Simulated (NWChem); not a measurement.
**doublet [CHClF2]+: levels of theory compared**

We compute a comparison of 6 runs (U-r2SCAN/6-311+G**, U-revPBE/6-311+G**, UB3LYP/6-311+G**, UBHLYP/6-311+G**, UPBE0/6-311+G**, UTPSS/6-311+G**) of doublet [CHClF2]+. 

Program for the calculation: NWChem 7.3.0.

4 further runs of the same task are left out: 3 that didn't finish, 1 set aside as unsound or not needed.

## 1. The structure to begin with

The species is [CHClF2]+ (5 atoms), meant as a doublet with charge +1. As SMILES of the parent species, `FC(F)Cl`. Geometry: relaxed at PBE0-D4/def2-TZVP. That shape belongs to the parent species and isn't relaxed for this state.

Bond lengths: F1–C2 1.334 Å, C2–F3 1.334 Å, C2–Cl4 1.763 Å, C2–H5 1.090 Å. Angles: F1–C2–F3 108.3°, F1–C2–Cl4 109.7°, F3–C2–Cl4 109.7°, F1–C2–H5 110.0°, F3–C2–H5 110.0°, Cl4–C2–H5 109.0°.

## 2. A single-point energy at U-r2SCAN/6-311+G(d,p) (run 1)

Input file run.py:

```python
from ase import Atoms
from ase.calculators.nwchem import NWChem

molecule = Atoms('FCFClH', positions=[
    [0.038900, -0.568100, 1.222300],
    [0.109400, 0.023600, 0.028300],
    [0.844200, -0.745900, -0.776900],
    [-1.511000, 0.208900, -0.640800],
    [0.568600, 1.007800, 0.125800],
])

calc = NWChem(
    label='a',
    theory='dft',
    memory='2200 mb',
    basis='6-311+G**',
    basispar='spherical bse',
    charge=1,
    dft={'xc': 'r2scan', 'mult': '2', 'grid': 'fine', 'convergence': 'energy 1e-08', 'iterations': '100', 'mulliken': None},
    task='energy',
)
molecule.calc = calc

print("Total energy (eV):", round(molecule.get_potential_energy(), 6))
```

Command:

```console
$ export ASE_NWCHEM_COMMAND="nwchem PREFIX.nwi > PREFIX.nwo"
$ python run.py
```

The program printed:

```text
Total energy (eV): -18995.832448
```

The calculator wrote a.nwi:

```
title "a"

permanent_dir a

scratch_dir a

start a

geometry units angstrom nocenter noautosym noautoz
  F  3.8899999999999997e-02 -5.6810000000000005e-01 1.2222999999999999e+00
  C  1.0940000000000000e-01 2.3599999999999999e-02 2.8299999999999999e-02
  F  8.4419999999999995e-01 -7.4590000000000001e-01 -7.7690000000000003e-01
  Cl -1.5109999999999999e+00 2.0890000000000000e-01 -6.4080000000000004e-01
  H  5.6859999999999999e-01 1.0078000000000000e+00 1.2580000000000000e-01
end

charge 1

memory 2200 mb

basis spherical bse noprint
   * library 6-311+G**
end

dft
  xc r2scan
  mult 2
  grid fine
  convergence energy 1e-08
  iterations 100
  mulliken
end

task dft energy
```

a.nwo:

```text
Northwest Computational Chemistry Package (NWChem) 7.3.0
             --------------------------------------------------------

           Job information
           ---------------

    nwchem branch   = 7.3.0
    use scalapack   = T
    input           = a.nwi
    prefix          = a.
    data base       = a/a.db
    status          = startup
    nproc           =        1

           Memory information
           ------------------

    heap     =     72089596 doubles =      550.0 Mbytes
    stack    =     72089601 doubles =      550.0 Mbytes
    global   =    144179200 doubles =     1100.0 Mbytes (distinct from heap & stack)
    total    =    288358397 doubles =     2200.0 Mbytes
    verify   = yes
    hardfail = no

           Directory information
           ---------------------

  0 permanent = a
  0 scratch   = a

                                NWChem Input Module
                                -------------------

                                         a
                                         -

[... 26 lines left out ...]
            Nuclear Dipole moment (a.u.)
[... 61 lines left out ...]
  convergence criterion.
[... 16 lines left out ...]
          Convergence on density requested:  1.00D-05
[... 21 lines left out ...]
          Spatial weights used:  Erf1
[... 3 lines left out ...]
          Convergence aids based upon iterative change in
[... 84 lines left out ...]
         Total DFT energy =     -698.083972304129
[... 1 line left out ...]
           Coulomb energy =      475.962669519439
[... 1 line left out ...]
 Nuclear repulsion energy =      168.406757158964
[... 728 lines left out ...]
                     DFT Final Beta Molecular Orbital Analysis
[... 809 lines left out ...]
   alpha     91     92     93     94     95     96     97     98     99    100
    beta     91     92     93     94     95     96     97     98     99    100
 overlap   0.999  0.999  1.000  1.000  1.000  1.000  1.000  1.000  1.000  1.000

   alpha    101    102
    beta    101    102
 overlap   1.000  1.000

     --------------------------
     Expectation value of S2:
     --------------------------
      <S2> =      0.7538 (Exact =     0.7500)

 center of mass
 --------------
 x =  -0.75116915 y =  -0.35959873 z =  -0.29628983

 moments of inertia (a.u.)
 ------------------
         243.784855714216         104.687191710379         -60.895981565984
         104.687191710379         472.857245434078          33.186728644795
         -60.895981565984          33.186728644795         344.379987329308

     Multipole analysis of the density
     ---------------------------------

     L   x y z        total         alpha         beta         nuclear
     -   - - -        -----         -----         ----         -------
     0   0 0 0      1.000000    -21.000000    -20.000000     42.000000

     1   1 0 0     -1.337045     15.934957     13.935122    -31.207124
[... 8 lines of this table left out ...]
     2   0 0 2    -18.581651    -56.537458    -54.461794     92.417602

 Task  times  cpu:      240.7s     wall:      240.7s
 Total times  cpu:      240.7s     wall:      240.7s
```

Run time: 4 min. Hardware: 1 thread of Intel Xeon Platinum 8488C (Sapphire Rapids), shared host; peak memory 0.12 GiB.

## 3. A single-point energy at U-revPBE/6-311+G(d,p) (run 2)

Input file chclf2.nw:

```
start chclf2
title "CHClF2 energy"
memory 2200 mb
charge 1
geometry units au noautosym nocenter noautoz
  F      0.07351035    -1.07355341     2.30981224
  C      0.20673604     0.04459754     0.05347925
  F      1.59530679    -1.40954672    -1.46812823
  Cl    -2.85537617     0.39476379    -1.21093650
  H      1.07449827     1.90446599     0.23772755
end
basis spherical bse
  F library 6-311+G**
  C library 6-311+G**
  Cl library 6-311+G**
  H library 6-311+G**
end
dft
  xc revpbe cpbe96
  mult 2
  grid fine
  convergence energy 1e-08
  maxiter 100
  mulliken
end
task dft energy
```

Command:

```console
$ nwchem chclf2.nw > chclf2.out
```

The program printed:

```text
[...]
          Wavefunction type:  spin polarized.
          No. of atoms     :     5
          No. of electrons :    41
[...]
          Charge           :     1
          Spin multiplicity:     2
[...]
          AO basis - number of functions:   102
[...]
              XC Information
              --------------
                        RevPBE Exchange Functional  1.000
            Perdew 1991 LDA Correlation Functional  1.000 local
           PerdewBurkeErnz. Correlation Functional  1.000 non-local
[...]
 d= 0,ls=0.0,diis     1   -697.7778226576 -8.66D+02  1.16D-02  9.78D-01     2.5
[...]
 d= 0,ls=0.5,diis   100   -698.0662535680 -9.28D-09  1.95D-06  8.27D-07   196.1
[...]
         Total DFT energy =     -698.066253476836
      One electron energy =    -1287.927197863057
           Coulomb energy =      475.887671938434
    Exchange-Corr. energy =      -54.433472659689
 Nuclear repulsion energy =      168.406745107475
[...]
      Total Density - Mulliken Population Analysis
     ---------------------------------------------
    Atom       Charge   Shell Charges
 -----------   ------   -------------------------------------------------------
    1 F    9     8.91   1.08  0.91  1.16  1.11  2.33  0.86  1.51 -0.07 -0.00  0.01
    2 C    6     6.36   1.11  0.88  0.56  0.81  1.49  0.38  0.58  0.20  0.13  0.22
    3 F    9     8.91   1.08  0.91  1.16  1.11  2.33  0.86  1.51 -0.07 -0.00  0.01
    4 Cl  17    16.19   0.78  1.19  0.90  1.09  1.09  1.00  7.41 -1.51  1.06  2.77  0.74 -0.23 -0.10  0.03
    5 H    1     0.63   0.26  0.39 -0.04  0.02
[...]
      <S2> =      0.7518 (Exact =     0.7500)
[...]
```

Run time: 3.3 min. Hardware: 1 thread of Intel Xeon Platinum 8488C (Sapphire Rapids), shared host; peak memory 0.11 GiB.

Runs 3 to 4 aren't shown in full; the table further down has their settings and results.

## 4. A single-point energy at UPBE0/6-311+G(d,p) (run 5)

Input file run.py:

```python
from ase import Atoms
from ase.calculators.nwchem import NWChem

mol = Atoms(['F', 'C', 'F', 'Cl', 'H'], positions=[
    [0.038900, -0.568100, 1.222300],
    [0.109400, 0.023600, 0.028300],
    [0.844200, -0.745900, -0.776900],
    [-1.511000, 0.208900, -0.640800],
    [0.568600, 1.007800, 0.125800],
])

calc = NWChem(
    label='sp',
    theory='dft',
    memory='2200 mb',
    basis='6-311+G**',
    basispar='spherical bse',
    charge=1,
    dft={'xc': 'pbe0', 'mult': '2', 'grid': 'fine', 'convergence': 'energy 1e-08', 'iterations': '100', 'mulliken': None},
    task='energy',
)
mol.calc = calc

e = mol.get_potential_energy()
print(f"E = {e:.6f} eV")
```

Command:

```console
$ export ASE_NWCHEM_COMMAND="nwchem PREFIX.nwi > PREFIX.nwo"
$ python run.py
```

The program printed:

```text
E = -18988.877181 eV
```

The calculator wrote sp.nwi:

```
title "sp"

permanent_dir sp

scratch_dir sp

start sp

geometry units angstrom nocenter noautosym noautoz
  F  3.8899999999999997e-02 -5.6810000000000005e-01 1.2222999999999999e+00
  C  1.0940000000000000e-01 2.3599999999999999e-02 2.8299999999999999e-02
  F  8.4419999999999995e-01 -7.4590000000000001e-01 -7.7690000000000003e-01
  Cl -1.5109999999999999e+00 2.0890000000000000e-01 -6.4080000000000004e-01
  H  5.6859999999999999e-01 1.0078000000000000e+00 1.2580000000000000e-01
end

charge 1

memory 2200 mb

basis spherical bse noprint
   * library 6-311+G**
end

dft
  xc pbe0
  mult 2
  grid fine
  convergence energy 1e-08
  iterations 100
  mulliken
end

task dft energy
```

sp.nwo:

```text
Northwest Computational Chemistry Package (NWChem) 7.3.0
             --------------------------------------------------------

           Job information
           ---------------

    nwchem branch   = 7.3.0
    use scalapack   = T
    input           = sp.nwi
    prefix          = sp.
    data base       = sp/sp.db
    status          = startup
    nproc           =        1

           Memory information
           ------------------

    heap     =     72089596 doubles =      550.0 Mbytes
    stack    =     72089601 doubles =      550.0 Mbytes
    global   =    144179200 doubles =     1100.0 Mbytes (distinct from heap & stack)
    total    =    288358397 doubles =     2200.0 Mbytes
    verify   = yes
    hardfail = no

           Directory information
           ---------------------

  0 permanent = sp
  0 scratch   = sp

                                NWChem Input Module
                                -------------------

                                        sp
                                        --

[... 26 lines left out ...]
            Nuclear Dipole moment (a.u.)
[... 61 lines left out ...]
  convergence criterion.
[... 16 lines left out ...]
          Convergence on density requested:  1.00D-05
[... 23 lines left out ...]
          Spatial weights used:  Erf1
[... 3 lines left out ...]
          Convergence aids based upon iterative change in
[... 84 lines left out ...]
         Total DFT energy =     -697.828370955561
[... 1 line left out ...]
           Coulomb energy =      475.857983787392
[... 1 line left out ...]
 Nuclear repulsion energy =      168.406757158964
[... 729 lines left out ...]
                     DFT Final Beta Molecular Orbital Analysis
[... 809 lines left out ...]
   alpha     91     92     93     94     95     96     97     98     99    100
    beta     91     92     93     94     95     96     97     98     99    100
 overlap   1.000  1.000  1.000  1.000  1.000  1.000  1.000  1.000  1.000  1.000

   alpha    101    102
    beta    101    102
 overlap   1.000  1.000

     --------------------------
     Expectation value of S2:
     --------------------------
      <S2> =      0.7533 (Exact =     0.7500)

 center of mass
 --------------
 x =  -0.75116915 y =  -0.35959873 z =  -0.29628983

 moments of inertia (a.u.)
 ------------------
         243.784855714216         104.687191710379         -60.895981565984
         104.687191710379         472.857245434078          33.186728644795
         -60.895981565984          33.186728644795         344.379987329308

     Multipole analysis of the density
     ---------------------------------

     L   x y z        total         alpha         beta         nuclear
     -   - - -        -----         -----         ----         -------
     0   0 0 0      1.000000    -21.000000    -20.000000     42.000000

     1   1 0 0     -1.569087     16.006046     13.631990    -31.207124
[... 8 lines of this table left out ...]
     2   0 0 2    -18.692252    -56.571421    -54.538432     92.417602

 Task  times  cpu:       27.5s     wall:       27.5s
 Total times  cpu:       27.5s     wall:       27.5s
```

It took 29 s on 1 thread of Intel Xeon Platinum 8488C (Sapphire Rapids), shared host; peak memory 0.12 GiB.

## 5. A single-point energy at UTPSS/6-311+G(d,p) (run 6)

Input file work.nw:

```
START work
memory 2200 mb
charge 1

GEOMETRY units angstroms noautosym nocenter noautoz
   F        0.038900      -0.568100       1.222300
   C        0.109400       0.023600       0.028300
   F        0.844200      -0.745900      -0.776900
   Cl      -1.511000       0.208900      -0.640800
   H        0.568600       1.007800       0.125800
END

BASIS "ao basis" spherical bse
   * library 6-311+G**
END

DFT
   xc xtpss03 ctpss03
   mult 2
   grid fine
   convergence energy 1e-08
   maxiter 100
   mulliken
END

TASK dft energy
```

Command:

```console
$ nwchem work.nw > work.out
```

The program printed:

```text
[...]
          Wavefunction type:  spin polarized.
          No. of atoms     :     5
          No. of electrons :    41
[...]
          Charge           :     1
          Spin multiplicity:     2
[...]
          AO basis - number of functions:   102
[...]
              XC Information
              --------------
                  TPSS metaGGA Exchange Functional  1.000
             TPSS03 metaGGA Correlation Functional  1.000
[...]
 d= 0,ls=0.0,diis     1   -697.9851325374 -8.66D+02  1.11D-02  8.75D-01     2.9
[...]
 d= 0,ls=0.5,diis    96   -698.2631497009 -9.01D-09  8.83D-07  2.30D-06   238.2
[...]
         Total DFT energy =     -698.263149746422
      One electron energy =    -1288.023359561049
           Coulomb energy =      476.001080158691
    Exchange-Corr. energy =      -54.647627503028
 Nuclear repulsion energy =      168.406757158964
[...]
      Total Density - Mulliken Population Analysis
     ---------------------------------------------
    Atom       Charge   Shell Charges
 -----------   ------   -------------------------------------------------------
    1 F    9     8.92   1.08  0.92  1.17  1.11  2.32  0.87  1.54 -0.07 -0.01  0.01
    2 C    6     6.35   1.11  0.88  0.56  0.81  1.47  0.38  0.57  0.21  0.13  0.22
    3 F    9     8.92   1.08  0.92  1.17  1.11  2.32  0.87  1.54 -0.07 -0.01  0.01
    4 Cl  17    16.17   0.78  1.19  0.90  1.08  1.08  1.01  7.41 -1.51  1.06  2.77  0.73 -0.25 -0.11  0.03
    5 H    1     0.63   0.26  0.40 -0.05  0.02
[...]
      <S2> =      0.7526 (Exact =     0.7500)
[...]
```

Wall time 4 min (1 thread of Intel Xeon Platinum 8488C (Sapphire Rapids), shared host); peak memory 0.11 GiB.

## 6. The series

```csv
run,level,energy (Eh),HOMO energy (eV),LUMO energy (eV),⟨S²⟩,wall time
1,U-r2SCAN/6-311+G**,-698.083972,-16.61,-16.02,0.754,4 min
2,U-revPBE/6-311+G**,-698.066253,-16.04,-15.98,0.752,3.3 min
3,UB3LYP/6-311+G**,-698.227725,-17.76,-15.59,0.753,99 s
4,UBHLYP/6-311+G**,-698.112354,-19.70,-14.04,0.754,32 s
5,UPBE0/6-311+G**,-697.828371,-17.99,-15.25,0.753,29 s
6,UTPSS/6-311+G**,-698.263150,-16.28,-16.04,0.753,4 min
```

## 7. Summary of results

| quantity | value |
| --- | --- |
| run 6: total energy | -698.26315 Eh |
| run 6: HOMO energy (highest over α and β) | -16.28 eV |
| run 6: LUMO energy (lowest over α and β) | -16.04 eV |
| run 6: ⟨S²⟩ | 0.753 |

In words: Totals of different functionals can't be ranked against each other. All runs together took 14 min, the longest 4 min.
